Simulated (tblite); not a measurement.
A geometry optimisation, step by step.

Species: C3H3N3.
Bonds: C1–N2 (aromatic), N2–C3 (aromatic), C3–N4 (aromatic), N4–C5 (aromatic), C5–N6 (aromatic), C1–N6 (aromatic). Hydrogens: H7 on C1; H8 on C3; H9 on C5.

Computed with GFN2-xTB (tblite), gas phase: L-BFGS steps from a force-field or distance-geometry start until the largest atomic force falls under 0.01 eV/Å.

Step 0: E = -454.0371 eV, largest atomic force 3.744 eV/Å
```
atom  x, y, z in Å  |  force x, y, z in eV/Å
C1      1.233   -0.560   -0.186   -3.520   1.152  -0.551
N2      0.110   -1.312   -0.181    0.248  -0.774   0.245
C3     -1.084   -0.756   -0.358    1.849   2.224  -0.285
N4     -1.239    0.577   -0.579    0.530  -0.255   0.234
C5     -0.112    1.316   -0.574   -0.222  -2.156   0.110
N6      1.090    0.753   -0.393    1.042   0.593   0.122
H7      2.168   -1.062   -0.030    0.139   0.262  -0.040
H8     -1.969   -1.351   -0.346   -0.180  -0.294   0.021
H9     -0.184    2.400   -0.747    0.114  -0.752   0.145
```

Step 1: E = -454.2541 eV, largest atomic force 1.312 eV/Å
```
atom  x, y, z in Å  |  force x, y, z in eV/Å
C1      1.183   -0.544   -0.194   -0.017  -0.118  -0.017
N2      0.114   -1.323   -0.177   -0.431  -0.313   0.069
C3     -1.057   -0.724   -0.362   -0.195  -0.320  -0.031
N4     -1.231    0.573   -0.575    0.150   0.057   0.089
C5     -0.116    1.286   -0.572    0.621  -0.005  -0.060
N6      1.105    0.762   -0.391    0.038   0.573  -0.015
H7      2.170   -1.058   -0.031   -0.999   0.822  -0.220
H8     -1.972   -1.355   -0.346    0.751   0.432  -0.008
H9     -0.182    2.390   -0.745    0.081  -1.128   0.192
```

Step 2: E = -454.3115 eV, largest atomic force 1.039 eV/Å
```
atom  x, y, z in Å  |  force x, y, z in eV/Å
C1      1.174   -0.543   -0.195   -0.030   0.039  -0.014
N2      0.108   -1.330   -0.176   -0.087  -0.025   0.024
C3     -1.056   -0.724   -0.363   -0.265  -0.203  -0.018
N4     -1.228    0.574   -0.573    0.203  -0.030   0.067
C5     -0.107    1.280   -0.573    0.271   0.090  -0.050
N6      1.108    0.771   -0.391    0.143  -0.072   0.050
H7      2.156   -1.046   -0.034   -0.779   0.665  -0.176
H8     -1.962   -1.349   -0.346    0.483   0.290  -0.011
H9     -0.181    2.372   -0.742    0.062  -0.753   0.127
```

Step 3: E = -454.3600 eV, largest atomic force 0.322 eV/Å
```
atom  x, y, z in Å  |  force x, y, z in eV/Å
C1      1.157   -0.537   -0.199    0.044  -0.031   0.044
N2      0.103   -1.336   -0.173   -0.120   0.240  -0.072
C3     -1.058   -0.723   -0.366    0.265  -0.082   0.070
N4     -1.217    0.572   -0.569    0.088   0.035  -0.023
C5     -0.094    1.274   -0.574    0.087  -0.298   0.086
N6      1.119    0.775   -0.389   -0.050  -0.193  -0.012
H7      2.122   -1.015   -0.042   -0.095   0.214  -0.044
H8     -1.940   -1.337   -0.346   -0.227  -0.119  -0.011
H9     -0.178    2.334   -0.736    0.008   0.235  -0.038
```

Step 4: E = -454.3636 eV, largest atomic force 0.197 eV/Å
```
atom  x, y, z in Å  |  force x, y, z in eV/Å
C1      1.157   -0.537   -0.198   -0.035   0.029   0.015
N2      0.101   -1.333   -0.174    0.072   0.018  -0.011
C3     -1.054   -0.724   -0.365   -0.097   0.007   0.014
N4     -1.216    0.572   -0.570    0.044  -0.049  -0.004
C5     -0.093    1.270   -0.573   -0.031   0.035   0.015
N6      1.118    0.773   -0.389    0.100  -0.170   0.010
H7      2.120   -1.011   -0.043    0.013   0.134  -0.022
H8     -1.942   -1.339   -0.347   -0.099  -0.045  -0.011
H9     -0.177    2.336   -0.736    0.035   0.041  -0.006
```

Step 5: E = -454.3646 eV, largest atomic force 0.106 eV/Å
```
atom  x, y, z in Å  |  force x, y, z in eV/Å
C1      1.157   -0.537   -0.198   -0.024  -0.014   0.010
N2      0.102   -1.332   -0.175   -0.005  -0.041   0.001
C3     -1.055   -0.724   -0.364   -0.071  -0.030   0.010
N4     -1.215    0.572   -0.570    0.016  -0.015  -0.001
C5     -0.092    1.269   -0.573    0.027   0.037   0.009
N6      1.119    0.770   -0.389    0.026  -0.003  -0.010
H7      2.120   -1.008   -0.043    0.051   0.092  -0.011
H8     -1.944   -1.340   -0.347   -0.061  -0.021  -0.010
H9     -0.177    2.337   -0.736    0.041  -0.006   0.002
```

Step 6: E = -454.3652 eV, largest atomic force 0.086 eV/Å
```
atom  x, y, z in Å  |  force x, y, z in eV/Å
C1      1.156   -0.538   -0.197   -0.013  -0.024   0.001
N2      0.101   -1.333   -0.175   -0.042  -0.062   0.012
C3     -1.057   -0.725   -0.364   -0.033  -0.018   0.000
N4     -1.214    0.571   -0.570    0.004  -0.005   0.007
C5     -0.091    1.269   -0.572    0.025   0.015   0.000
N6      1.120    0.769   -0.389   -0.013   0.064  -0.012
H7      2.120   -1.004   -0.044    0.069   0.051  -0.003
H8     -1.947   -1.341   -0.347   -0.036  -0.005  -0.009
H9     -0.176    2.337   -0.736    0.039  -0.017   0.004
```

Step 7: E = -454.3657 eV, largest atomic force 0.072 eV/Å
```
atom  x, y, z in Å  |  force x, y, z in eV/Å
C1      1.155   -0.538   -0.197   -0.003  -0.023  -0.009
N2      0.100   -1.334   -0.175   -0.038  -0.039   0.018
C3     -1.058   -0.726   -0.363    0.006  -0.016  -0.007
N4     -1.213    0.570   -0.570   -0.014   0.009   0.013
C5     -0.090    1.269   -0.572    0.008  -0.006  -0.009
N6      1.121    0.769   -0.390   -0.039   0.060  -0.004
H7      2.122   -1.000   -0.045    0.054   0.015   0.002
H8     -1.950   -1.342   -0.348   -0.005   0.018  -0.008
H9     -0.174    2.337   -0.736    0.031  -0.018   0.005
```

Step 8: E = -454.3659 eV, largest atomic force 0.034 eV/Å
```
atom  x, y, z in Å  |  force x, y, z in eV/Å
C1      1.155   -0.539   -0.197    0.008  -0.011  -0.008
N2      0.100   -1.335   -0.174   -0.015  -0.014   0.015
C3     -1.059   -0.727   -0.363    0.017   0.001  -0.008
N4     -1.212    0.570   -0.569   -0.019   0.001   0.012
C5     -0.090    1.269   -0.572   -0.012  -0.012  -0.009
N6      1.121    0.769   -0.390   -0.031   0.014   0.002
H7      2.123   -0.997   -0.045    0.024   0.008   0.001
H8     -1.951   -1.342   -0.348    0.005   0.024  -0.008
H9     -0.172    2.337   -0.736    0.022  -0.010   0.003
```

Step 9: E = -454.3660 eV, largest atomic force 0.024 eV/Å
```
atom  x, y, z in Å  |  force x, y, z in eV/Å
C1      1.154   -0.539   -0.197    0.004  -0.005  -0.003
N2      0.099   -1.336   -0.174    0.010   0.005   0.008
C3     -1.059   -0.727   -0.363    0.013   0.002  -0.003
N4     -1.213    0.570   -0.569   -0.016   0.002   0.006
C5     -0.090    1.269   -0.572   -0.020  -0.011  -0.004
N6      1.121    0.769   -0.390   -0.017  -0.017   0.003
H7      2.124   -0.996   -0.045    0.005   0.007  -0.001
H8     -1.952   -1.341   -0.348    0.007   0.022  -0.007
H9     -0.171    2.337   -0.736    0.014  -0.004   0.001
```

Step 10: E = -454.3661 eV, largest atomic force 0.031 eV/Å
```
atom  x, y, z in Å  |  force x, y, z in eV/Å
C1      1.154   -0.539   -0.197    0.005   0.004   0.003
N2      0.099   -1.336   -0.174    0.015   0.010   0.001
C3     -1.059   -0.727   -0.363    0.007   0.008   0.003
N4     -1.213    0.570   -0.569   -0.012  -0.006   0.001
C5     -0.090    1.269   -0.572   -0.016  -0.004   0.002
N6      1.120    0.769   -0.390   -0.004  -0.031  -0.001
H7      2.125   -0.995   -0.045   -0.007   0.007  -0.002
H8     -1.952   -1.341   -0.349    0.004   0.013  -0.006
H9     -0.171    2.336   -0.736    0.007   0.000   0.000
```

Step 11: E = -454.3661 eV, largest atomic force 0.020 eV/Å
```
atom  x, y, z in Å  |  force x, y, z in eV/Å
C1      1.155   -0.539   -0.197   -0.001   0.001   0.006
N2      0.099   -1.336   -0.173    0.015   0.008  -0.003
C3     -1.059   -0.727   -0.364   -0.001   0.002   0.006
N4     -1.214    0.570   -0.568   -0.002   0.000  -0.003
C5     -0.091    1.269   -0.572   -0.011  -0.002   0.005
N6      1.119    0.768   -0.390    0.003  -0.019  -0.005
H7      2.126   -0.995   -0.045   -0.007   0.003  -0.002
H8     -1.952   -1.340   -0.349    0.002   0.005  -0.005
H9     -0.170    2.336   -0.736    0.002   0.002  -0.001
```

Step 12: E = -454.3661 eV, largest atomic force 0.009 eV/Å
```
atom  x, y, z in Å  |  force x, y, z in eV/Å
C1      1.155   -0.540   -0.197    0.001   0.004   0.004
N2      0.099   -1.336   -0.173    0.002   0.001  -0.002
C3     -1.059   -0.727   -0.363    0.000   0.003   0.005
N4     -1.214    0.570   -0.568   -0.002  -0.004  -0.001
C5     -0.091    1.268   -0.572    0.000   0.002   0.004
N6      1.119    0.768   -0.390    0.002  -0.006  -0.006
H7      2.126   -0.994   -0.045   -0.003   0.000  -0.001
H8     -1.952   -1.340   -0.349    0.000   0.000  -0.004
H9     -0.170    2.336   -0.736    0.000   0.000   0.000
```

Problem. Summarise the path.

Solution. The energy falls by 0.3290 eV from step 0 to step 12; nine tenths of that is first reached at step 3. It falls at every step. The largest force goes from 3.744 to 0.009 eV/Å. Among the bonds C3–N4 changes most, from 1.360 to 1.322 Å; the atoms move by 0.053 Å rms after alignment.

Problem. Follow the three bonds and two angles with the largest change from start to end.

Solution. 
```json
{"step": "0", "E above end (eV)": "0.3290", "largest force (eV/Å)": "3.744", "C3–N4 (Å)": "1.360", "C1–N2 (Å)": "1.351", "N4–C5 (Å)": "1.347", "N2–C1–N6 (°)": "117.3", "N6–C1–H7 (°)": "125.1"}
{"step": "1", "E above end (eV)": "0.1120", "largest force (eV/Å)": "1.312", "C3–N4 (Å)": "1.326", "C1–N2 (Å)": "1.323", "N4–C5 (Å)": "1.324", "N2–C1–N6 (°)": "122.4", "N6–C1–H7 (°)": "121.6"}
{"step": "2", "E above end (eV)": "0.0546", "largest force (eV/Å)": "1.039", "C3–N4 (Å)": "1.325", "C1–N2 (Å)": "1.325", "N4–C5 (Å)": "1.325", "N2–C1–N6 (°)": "123.3", "N6–C1–H7 (°)": "120.7"}
{"step": "3", "E above end (eV)": "0.0061", "largest force (eV/Å)": "0.322", "C3–N4 (Å)": "1.320", "C1–N2 (Å)": "1.323", "N4–C5 (Å)": "1.324", "N2–C1–N6 (°)": "125.3", "N6–C1–H7 (°)": "118.7"}
{"step": "4", "E above end (eV)": "0.0025", "largest force (eV/Å)": "0.197", "C3–N4 (Å)": "1.322", "C1–N2 (Å)": "1.322", "N4–C5 (Å)": "1.322", "N2–C1–N6 (°)": "125.0", "N6–C1–H7 (°)": "118.6"}
{"step": "5", "E above end (eV)": "0.0015", "largest force (eV/Å)": "0.106", "C3–N4 (Å)": "1.322", "C1–N2 (Å)": "1.322", "N4–C5 (Å)": "1.322", "N2–C1–N6 (°)": "125.1", "N6–C1–H7 (°)": "118.5"}
{"step": "6", "E above end (eV)": "0.0009", "largest force (eV/Å)": "0.086", "C3–N4 (Å)": "1.322", "C1–N2 (Å)": "1.321", "N4–C5 (Å)": "1.322", "N2–C1–N6 (°)": "125.2", "N6–C1–H7 (°)": "118.1"}
{"step": "7", "E above end (eV)": "0.0004", "largest force (eV/Å)": "0.072", "C3–N4 (Å)": "1.322", "C1–N2 (Å)": "1.322", "N4–C5 (Å)": "1.322", "N2–C1–N6 (°)": "125.3", "N6–C1–H7 (°)": "117.7"}
{"step": "8", "E above end (eV)": "0.0002", "largest force (eV/Å)": "0.034", "C3–N4 (Å)": "1.322", "C1–N2 (Å)": "1.322", "N4–C5 (Å)": "1.322", "N2–C1–N6 (°)": "125.3", "N6–C1–H7 (°)": "117.5"}
{"step": "9", "E above end (eV)": "0.0001", "largest force (eV/Å)": "0.024", "C3–N4 (Å)": "1.322", "C1–N2 (Å)": "1.322", "N4–C5 (Å)": "1.322", "N2–C1–N6 (°)": "125.3", "N6–C1–H7 (°)": "117.4"}
{"step": "10", "E above end (eV)": "0.0000", "largest force (eV/Å)": "0.031", "C3–N4 (Å)": "1.322", "C1–N2 (Å)": "1.322", "N4–C5 (Å)": "1.322", "N2–C1–N6 (°)": "125.3", "N6–C1–H7 (°)": "117.4"}
{"step": "11", "E above end (eV)": "0.0000", "largest force (eV/Å)": "0.020", "C3–N4 (Å)": "1.322", "C1–N2 (Å)": "1.323", "N4–C5 (Å)": "1.322", "N2–C1–N6 (°)": "125.2", "N6–C1–H7 (°)": "117.4"}
{"step": "12", "E above end (eV)": "0.0000", "largest force (eV/Å)": "0.009", "C3–N4 (Å)": "1.322", "C1–N2 (Å)": "1.322", "N4–C5 (Å)": "1.322", "N2–C1–N6 (°)": "125.2", "N6–C1–H7 (°)": "117.4"}
```

What follows is the cost of the whole relaxation. The run took under 0.1 s wall on one thread of an Arm Neoverse V1, no GPU, shared host.
